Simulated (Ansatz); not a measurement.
# H₃O (doublet): B2PLYP, RPA-PBE over a scan of the distance H1–H2 along a hydrogen transfer, cc-pVTZ

Aim: run H₃O (doublet) with these functionals over a scan of the distance H1–H2 along a hydrogen transfer, and hold them against the top wave-function level at the same points.

Computed with Ansatz 0.2.0, Gaussian basis. Level: cc-pVTZ, all electrons in the functionals, frozen cores in the correlation of double hybrids and RPA.

The runs, in order: B2PLYP, RPA-PBE, at 0.745 Å; 0.776 Å; 0.838 Å; 0.900 Å; 0.962 Å.

## Step 1: The system

The geometry derives from fragments relaxed apart (PBE0/def2-TZVP) and kept rigid, so it is no stationary point. A hydrogen atom is moved between rigid fragments.

4 atoms, charge 0, spin multiplicity 2.

Atoms are counted from 1 here; the program's logs count them from 0.

Bond lengths: H1–H2 0.745 Å, H2–O3 1.207 Å, O3–H4 0.973 Å. Angles: H1–H2–O3 180.0°, H2–O3–H4 105.0°.

No dispersion term is added.

The geometry shown and the zero of energy belong to the point 0.745 Å. The yardstick, UCCSDT(Q), and other wave-function levels (R restricted, U unrestricted, valence and pair active spaces) come from earlier runs.

## Step 2: B2PLYP, 0.745 Å

The input, in.yaml:

```yaml
crystal:
  periodic: [false, false, false]
  atoms:
    - {symbol: H, position_ang: [-1.797966, 0.049803, 0.000000]}
    - {symbol: H, position_ang: [-1.052966, 0.049803, 0.000000]}
    - {symbol: O, position_ang: [0.154034, 0.049803, 0.000000]}
    - {symbol: H, position_ang: [0.405893, -0.890147, 0.000000]}
basis:
  gaussian: {orbitals: cc-pVTZ}
magnetization: {spin_polarized: true, initial_magnetization: 1}
hamiltonian: {xc: {name: B2PLYP}}
correlation: {electrons: outside_noble_gas}
```

The run is started by

```bash
> ansatz run in.yaml --threads 1 --pin off --events-out ev --progress --plain --max-ram 2816MiB --backend cpu
```

What it wrote:

```text
Functional definition: B2PLYP
  name "B2PLYP"
  cite "Grimme, J. Chem. Phys. 124, 034108 (2006) doi:10.1063/1.2148954"
  cite "Becke, Phys. Rev. A 38, 3098 (1988) doi:10.1103/PhysRevA.38.3098"
  cite "Lee, Yang & Parr, Phys. Rev. B 37, 785 (1988) doi:10.1103/PhysRevB.37.785"
  parameter a = 0.53
  parameter c = 0.27
  exchange = (1 - a)*b88_x + a*exact_x
  correlation = (1 - c)*lyp_c + c*(mp2_os + mp2_ss)
408 factors; integrals over basis functions are off by at most 1.5e-3 eV
mean field evaluation 1: about -2087.2702 eV, gradient 2.4e1 eV
mean field evaluation 2: about -2087.2702 eV, gradient 2.4e1 eV
mean field evaluation 4: about -2089.4129 eV, gradient 1.4e0 eV
mean field evaluation 8: about -2089.4378 eV, gradient 7.8e-2 eV
mean field evaluation 16: about -2089.4379 eV, gradient 2.8e-5 eV
mean field -2089.43794390 eV, -76.7854281664 hartree, gradient 2.8e-6 eV, S^2 0.764092; 2 other end points of the search recorded, 0 dependent functions left out
1 core orbitals not correlated: weight in the atoms' cores, before any rotation towards them, 1.000 or more for the frozen orbitals, at most 0.000 for the correlated occupied ones
reference -2089.43804681 eV, -76.7854319482 hartree; 5, 4 occupied and 66, 67 virtual orbitals, 408 factors
second order -8.57002455 eV of doubles, -0.00000000 eV of singles
Total energy: -2091.75195344 eV, -76.8704664484 hartree
```

Run time: 0.94 s. Hardware: 1 thread of AMD EPYC 7R13, shared host.

From the report: ⟨S²⟩ of the determinant 0.764 (pure doublet: 0.75).

## Step 3: B2PLYP, 0.776 Å

The input, in.yaml:

```yaml
crystal:
  periodic: [false, false, false]
  atoms:
    - {symbol: H, position_ang: [-1.799608, 0.049803, 0.000000]}
    - {symbol: H, position_ang: [-1.023608, 0.049803, 0.000000]}
    - {symbol: O, position_ang: [0.152392, 0.049803, 0.000000]}
    - {symbol: H, position_ang: [0.404250, -0.890147, 0.000000]}
basis:
  gaussian: {orbitals: cc-pVTZ}
magnetization: {spin_polarized: true, initial_magnetization: 1}
hamiltonian: {xc: {name: B2PLYP}}
correlation: {electrons: outside_noble_gas}
```

Launched as before.

What it wrote, cut to the lines that bear on the results:

```text
Functional definition: B2PLYP
  name "B2PLYP"
  cite "Grimme, J. Chem. Phys. 124, 034108 (2006) doi:10.1063/1.2148954"
  cite "Becke, Phys. Rev. A 38, 3098 (1988) doi:10.1103/PhysRevA.38.3098"
  cite "Lee, Yang & Parr, Phys. Rev. B 37, 785 (1988) doi:10.1103/PhysRevB.37.785"
[...]
410 factors; integrals over basis functions are off by at most 1.0e-3 eV
[...]
mean field -2089.48867485 eV, -76.7872924946 hartree, gradient 2.6e-6 eV, S^2 0.764930; 0 other end points of the search recorded, 0 dependent functions left out
1 core orbitals not correlated: weight in the atoms' cores, before any rotation towards them, 1.000 or more for the frozen orbitals, at most 0.000 for the correlated occupied ones
reference -2089.48877696 eV, -76.7872962469 hartree; 5, 4 occupied and 66, 67 virtual orbitals, 410 factors
second order -8.66819817 eV of doubles, -0.00000000 eV of singles
Total energy: -2091.82919047 eV, -76.8733048569 hartree
```

Run time: 0.85 s. Hardware: 1 thread of AMD EPYC 7R13, shared host.

From the report: ⟨S²⟩ of the determinant 0.765 (pure doublet: 0.75).

From 0.745 Å: -1.8 kcal/mol.

## Step 4: B2PLYP, 0.838 Å

The input, in.yaml:

```yaml
crystal:
  periodic: [false, false, false]
  atoms:
    - {symbol: H, position_ang: [-1.802894, 0.049803, 0.000000]}
    - {symbol: H, position_ang: [-0.964894, 0.049803, 0.000000]}
    - {symbol: O, position_ang: [0.149106, 0.049803, 0.000000]}
    - {symbol: H, position_ang: [0.400965, -0.890147, 0.000000]}
basis:
  gaussian: {orbitals: cc-pVTZ}
magnetization: {spin_polarized: true, initial_magnetization: 1}
hamiltonian: {xc: {name: B2PLYP}}
correlation: {electrons: outside_noble_gas}
```

Same command.

What it wrote, cut to the lines that bear on the results:

```text
Functional definition: B2PLYP
  name "B2PLYP"
  cite "Grimme, J. Chem. Phys. 124, 034108 (2006) doi:10.1063/1.2148954"
  cite "Becke, Phys. Rev. A 38, 3098 (1988) doi:10.1103/PhysRevA.38.3098"
  cite "Lee, Yang & Parr, Phys. Rev. B 37, 785 (1988) doi:10.1103/PhysRevB.37.785"
[...]
410 factors; integrals over basis functions are off by at most 1.1e-3 eV
[...]
mean field -2089.58350940 eV, -76.7907775998 hartree, gradient 8.7e-6 eV, S^2 0.764528; 0 other end points of the search recorded, 0 dependent functions left out
1 core orbitals not correlated: weight in the atoms' cores, before any rotation towards them, 1.000 or more for the frozen orbitals, at most 0.000 for the correlated occupied ones
reference -2089.58360990 eV, -76.7907812933 hartree; 5, 4 occupied and 66, 67 virtual orbitals, 410 factors
second order -8.81702125 eV of doubles, -0.00000000 eV of singles
Total energy: -2091.96420564 eV, -76.8782665731 hartree
```

Wall time 0.73 s (1 thread of AMD EPYC 7R13, shared host).

From the report: ⟨S²⟩ of the determinant 0.765 (pure doublet: 0.75).

From 0.745 Å: -4.9 kcal/mol.

## Step 5: B2PLYP, 0.900 Å

The input, in.yaml:

```yaml
crystal:
  periodic: [false, false, false]
  atoms:
    - {symbol: H, position_ang: [-1.806179, 0.049803, 0.000000]}
    - {symbol: H, position_ang: [-0.906179, 0.049803, 0.000000]}
    - {symbol: O, position_ang: [0.145821, 0.049803, 0.000000]}
    - {symbol: H, position_ang: [0.397680, -0.890147, 0.000000]}
basis:
  gaussian: {orbitals: cc-pVTZ}
magnetization: {spin_polarized: true, initial_magnetization: 1}
hamiltonian: {xc: {name: B2PLYP}}
correlation: {electrons: outside_noble_gas}
```

Launched as before.

What it wrote, cut to the lines that bear on the results:

```text
Functional definition: B2PLYP
  name "B2PLYP"
  cite "Grimme, J. Chem. Phys. 124, 034108 (2006) doi:10.1063/1.2148954"
  cite "Becke, Phys. Rev. A 38, 3098 (1988) doi:10.1103/PhysRevA.38.3098"
  cite "Lee, Yang & Parr, Phys. Rev. B 37, 785 (1988) doi:10.1103/PhysRevB.37.785"
[...]
411 factors; integrals over basis functions are off by at most 1.3e-3 eV
[...]
mean field -2089.68353245 eV, -76.7944533791 hartree, gradient 7.9e-6 eV, S^2 0.761491; 0 other end points of the search recorded, 0 dependent functions left out
1 core orbitals not correlated: weight in the atoms' cores, before any rotation towards them, 1.000 or more for the frozen orbitals, at most 0.000 for the correlated occupied ones
reference -2089.68363160 eV, -76.7944570229 hartree; 5, 4 occupied and 66, 67 virtual orbitals, 411 factors
second order -8.86908059 eV of doubles, -0.00000000 eV of singles
Total energy: -2092.07828336 eV, -76.8824588519 hartree
```

Wall time 0.77 s (1 thread of AMD EPYC 7R13, shared host).

From the report: ⟨S²⟩ of the determinant 0.761 (pure doublet: 0.75).

From 0.745 Å: -7.5 kcal/mol.

## Step 6: B2PLYP, 0.962 Å

The input, in.yaml:

```yaml
crystal:
  periodic: [false, false, false]
  atoms:
    - {symbol: H, position_ang: [-1.809464, 0.049803, 0.000000]}
    - {symbol: H, position_ang: [-0.847464, 0.049803, 0.000000]}
    - {symbol: O, position_ang: [0.142536, 0.049803, 0.000000]}
    - {symbol: H, position_ang: [0.394395, -0.890147, 0.000000]}
basis:
  gaussian: {orbitals: cc-pVTZ}
magnetization: {spin_polarized: true, initial_magnetization: 1}
hamiltonian: {xc: {name: B2PLYP}}
correlation: {electrons: outside_noble_gas}
```

Same command.

What it wrote, cut to the lines that bear on the results:

```text
Functional definition: B2PLYP
  name "B2PLYP"
  cite "Grimme, J. Chem. Phys. 124, 034108 (2006) doi:10.1063/1.2148954"
  cite "Becke, Phys. Rev. A 38, 3098 (1988) doi:10.1103/PhysRevA.38.3098"
  cite "Lee, Yang & Parr, Phys. Rev. B 37, 785 (1988) doi:10.1103/PhysRevB.37.785"
[...]
412 factors; integrals over basis functions are off by at most 1.4e-3 eV
[...]
mean field -2089.76014758 eV, -76.7972689333 hartree, gradient 2.7e-6 eV, S^2 0.757671; 0 other end points of the search recorded, 0 dependent functions left out
1 core orbitals not correlated: weight in the atoms' cores, before any rotation towards them, 1.000 or more for the frozen orbitals, at most 0.000 for the correlated occupied ones
reference -2089.76024571 eV, -76.7972725394 hartree; 5, 4 occupied and 66, 67 virtual orbitals, 412 factors
second order -8.82369356 eV of doubles, -0.00000000 eV of singles
Total energy: -2092.14264297 eV, -76.8848240239 hartree
```

It took 0.73 s on 1 thread of AMD EPYC 7R13, shared host.

From the report: ⟨S²⟩ of the determinant 0.758 (pure doublet: 0.75).

From 0.745 Å: -9.0 kcal/mol.

## Step 7: RPA-PBE, 0.745 Å

The input, in.yaml:

```yaml
crystal:
  periodic: [false, false, false]
  atoms:
    - {symbol: H, position_ang: [-1.797966, 0.049803, 0.000000]}
    - {symbol: H, position_ang: [-1.052966, 0.049803, 0.000000]}
    - {symbol: O, position_ang: [0.154034, 0.049803, 0.000000]}
    - {symbol: H, position_ang: [0.405893, -0.890147, 0.000000]}
basis:
  gaussian: {orbitals: cc-pVTZ}
magnetization: {spin_polarized: true, initial_magnetization: 1}
hamiltonian: {xc: {name: PBE}}
correlation: {method: rpa, electrons: outside_noble_gas}
```

Same command.

What it wrote, cut to the lines that bear on the results:

```text
Functional definition: PBE
  name "PBE"
  cite "Perdew, Burke & Ernzerhof, Phys. Rev. Lett. 77, 3865 (1996) doi:10.1103/PhysRevLett.77.3865"
  parent pbe
[...]
408 factors; integrals over basis functions are off by at most 1.5e-3 eV
[...]
mean field -2091.03653677 eV, -76.8441753707 hartree, gradient 5.3e-6 eV, S^2 0.753623; 4 other end points of the search recorded, 0 dependent functions left out
1 core orbitals not correlated: weight in the atoms' cores, before any rotation towards them, 1.000 or more for the frozen orbitals, at most 0.000 for the correlated occupied ones
reference -2081.31758454 eV, -76.4870104642 hartree; 5, 4 occupied and 66, 67 virtual orbitals, 408 factors
Total energy: -2093.51288432 eV, -76.9351794649 hartree
```

It took 1.8 s on 1 thread of AMD EPYC 7R13, shared host.

From the report: ⟨S²⟩ of the determinant 0.754 (pure doublet: 0.75).

## Step 8: RPA-PBE, 0.776 Å

The input, in.yaml:

```yaml
crystal:
  periodic: [false, false, false]
  atoms:
    - {symbol: H, position_ang: [-1.799608, 0.049803, 0.000000]}
    - {symbol: H, position_ang: [-1.023608, 0.049803, 0.000000]}
    - {symbol: O, position_ang: [0.152392, 0.049803, 0.000000]}
    - {symbol: H, position_ang: [0.404250, -0.890147, 0.000000]}
basis:
  gaussian: {orbitals: cc-pVTZ}
magnetization: {spin_polarized: true, initial_magnetization: 1}
hamiltonian: {xc: {name: PBE}}
correlation: {method: rpa, electrons: outside_noble_gas}
```

The command is unchanged.

What it wrote, cut to the lines that bear on the results:

```text
Functional definition: PBE
  name "PBE"
  cite "Perdew, Burke & Ernzerhof, Phys. Rev. Lett. 77, 3865 (1996) doi:10.1103/PhysRevLett.77.3865"
  parent pbe
[...]
410 factors; integrals over basis functions are off by at most 1.0e-3 eV
[...]
mean field -2091.12643991 eV, -76.8474792504 hartree, gradient 6.1e-6 eV, S^2 0.753702; 4 other end points of the search recorded, 0 dependent functions left out
1 core orbitals not correlated: weight in the atoms' cores, before any rotation towards them, 1.000 or more for the frozen orbitals, at most 0.000 for the correlated occupied ones
reference -2081.36168225 eV, -76.4886310252 hartree; 5, 4 occupied and 66, 67 virtual orbitals, 410 factors
Total energy: -2093.58202248 eV, -76.9377202451 hartree
```

It took 1.6 s on 1 thread of AMD EPYC 7R13, shared host.

From the report: ⟨S²⟩ of the determinant 0.754 (pure doublet: 0.75).

From 0.745 Å: -1.6 kcal/mol.

## Step 9: RPA-PBE, 0.838 Å

The input, in.yaml:

```yaml
crystal:
  periodic: [false, false, false]
  atoms:
    - {symbol: H, position_ang: [-1.802894, 0.049803, 0.000000]}
    - {symbol: H, position_ang: [-0.964894, 0.049803, 0.000000]}
    - {symbol: O, position_ang: [0.149106, 0.049803, 0.000000]}
    - {symbol: H, position_ang: [0.400965, -0.890147, 0.000000]}
basis:
  gaussian: {orbitals: cc-pVTZ}
magnetization: {spin_polarized: true, initial_magnetization: 1}
hamiltonian: {xc: {name: PBE}}
correlation: {method: rpa, electrons: outside_noble_gas}
```

Same command.

What it wrote, cut to the lines that bear on the results:

```text
Functional definition: PBE
  name "PBE"
  cite "Perdew, Burke & Ernzerhof, Phys. Rev. Lett. 77, 3865 (1996) doi:10.1103/PhysRevLett.77.3865"
  parent pbe
[...]
410 factors; integrals over basis functions are off by at most 1.1e-3 eV
[...]
mean field -2091.26270081 eV, -76.8524867461 hartree, gradient 7.1e-6 eV, S^2 0.753591; 1 other end points of the search recorded, 0 dependent functions left out
1 core orbitals not correlated: weight in the atoms' cores, before any rotation towards them, 1.000 or more for the frozen orbitals, at most 0.000 for the correlated occupied ones
reference -2081.47291125 eV, -76.4927186153 hartree; 5, 4 occupied and 66, 67 virtual orbitals, 410 factors
Total energy: -2093.69291986 eV, -76.9417956488 hartree
```

Run time: 0.92 s. Hardware: 1 thread of AMD EPYC 7R13, shared host.

From the report: ⟨S²⟩ of the determinant 0.754 (pure doublet: 0.75).

From 0.745 Å: -4.2 kcal/mol.

## Step 10: RPA-PBE, 0.900 Å

The input, in.yaml:

```yaml
crystal:
  periodic: [false, false, false]
  atoms:
    - {symbol: H, position_ang: [-1.806179, 0.049803, 0.000000]}
    - {symbol: H, position_ang: [-0.906179, 0.049803, 0.000000]}
    - {symbol: O, position_ang: [0.145821, 0.049803, 0.000000]}
    - {symbol: H, position_ang: [0.397680, -0.890147, 0.000000]}
basis:
  gaussian: {orbitals: cc-pVTZ}
magnetization: {spin_polarized: true, initial_magnetization: 1}
hamiltonian: {xc: {name: PBE}}
correlation: {method: rpa, electrons: outside_noble_gas}
```

Same command.

What it wrote, cut to the lines that bear on the results:

```text
Functional definition: PBE
  name "PBE"
  cite "Perdew, Burke & Ernzerhof, Phys. Rev. Lett. 77, 3865 (1996) doi:10.1103/PhysRevLett.77.3865"
  parent pbe
[...]
411 factors; integrals over basis functions are off by at most 1.3e-3 eV
[...]
mean field -2091.35049002 eV, -76.8557129400 hartree, gradient 7.1e-6 eV, S^2 0.753135; 1 other end points of the search recorded, 0 dependent functions left out
1 core orbitals not correlated: weight in the atoms' cores, before any rotation towards them, 1.000 or more for the frozen orbitals, at most 0.000 for the correlated occupied ones
reference -2081.62723573 eV, -76.4983899356 hartree; 5, 4 occupied and 66, 67 virtual orbitals, 411 factors
Total energy: -2093.77891453 eV, -76.9449558946 hartree
```

It took 0.88 s on 1 thread of AMD EPYC 7R13, shared host.

From the report: ⟨S²⟩ of the determinant 0.753 (pure doublet: 0.75).

From 0.745 Å: -6.1 kcal/mol.

## Step 11: RPA-PBE, 0.962 Å

The input, in.yaml:

```yaml
crystal:
  periodic: [false, false, false]
  atoms:
    - {symbol: H, position_ang: [-1.809464, 0.049803, 0.000000]}
    - {symbol: H, position_ang: [-0.847464, 0.049803, 0.000000]}
    - {symbol: O, position_ang: [0.142536, 0.049803, 0.000000]}
    - {symbol: H, position_ang: [0.394395, -0.890147, 0.000000]}
basis:
  gaussian: {orbitals: cc-pVTZ}
magnetization: {spin_polarized: true, initial_magnetization: 1}
hamiltonian: {xc: {name: PBE}}
correlation: {method: rpa, electrons: outside_noble_gas}
```

The command is unchanged.

What it wrote, cut to the lines that bear on the results:

```text
Functional definition: PBE
  name "PBE"
  cite "Perdew, Burke & Ernzerhof, Phys. Rev. Lett. 77, 3865 (1996) doi:10.1103/PhysRevLett.77.3865"
  parent pbe
[...]
412 factors; integrals over basis functions are off by at most 1.4e-3 eV
[...]
mean field -2091.37099167 eV, -76.8564663619 hartree, gradient 9.0e-7 eV, S^2 0.752504; 1 other end points of the search recorded, 0 dependent functions left out
1 core orbitals not correlated: weight in the atoms' cores, before any rotation towards them, 1.000 or more for the frozen orbitals, at most 0.000 for the correlated occupied ones
reference -2081.78956373 eV, -76.5043553793 hartree; 5, 4 occupied and 66, 67 virtual orbitals, 412 factors
Total energy: -2093.81974559 eV, -76.9464564083 hartree
```

It took 1 s on 1 thread of AMD EPYC 7R13, shared host.

From the report: ⟨S²⟩ of the determinant 0.753 (pure doublet: 0.75).

From 0.745 Å: -7.1 kcal/mol.

## Step 12: The comparison

The yardstick is UCCSDT(Q), where the cluster series has nearly closed. It comes from earlier runs at the same points. Energies in kcal/mol, counted from 0.745 Å; blanks weren't run or aren't comparable.

```csv
level,0.745 Å,0.776 Å,0.838 Å,0.900 Å,0.962 Å
UCCSDT(Q),0.0,-1.7,-4.9,-7.8,-9.8
B2PLYP,0.0,-1.8,-4.9,-7.5,-9.0
RPA-PBE,0.0,-1.6,-4.2,-6.1,-7.1
```

Largest miss and mean time a point (UCCSDT(Q) took 4.8 s a point; shared hosts):

```csv
level,largest miss (kcal/mol),where,time a point
B2PLYP,+0.8,0.962 Å,0.8 s
RPA-PBE,+2.7,0.962 Å,1.2 s
```

## Step 13: Results

```
                   quantity                    value
span of the UCCSDT(Q) curve             9.8 kcal/mol
       largest miss, B2PLYP  +0.8 kcal/mol (0.962 Å)
      largest miss, RPA-PBE  +2.7 kcal/mol (0.962 Å)
```

Of the functionals, B2PLYP keep the smallest largest miss at the points compared (at most 0.8 kcal/mol) and RPA-PBE strays most (2.7 kcal/mol, at 0.962 Å). Functionals and the yardstick converge differently with the basis, so part of each miss in cc-pVTZ is the basis.
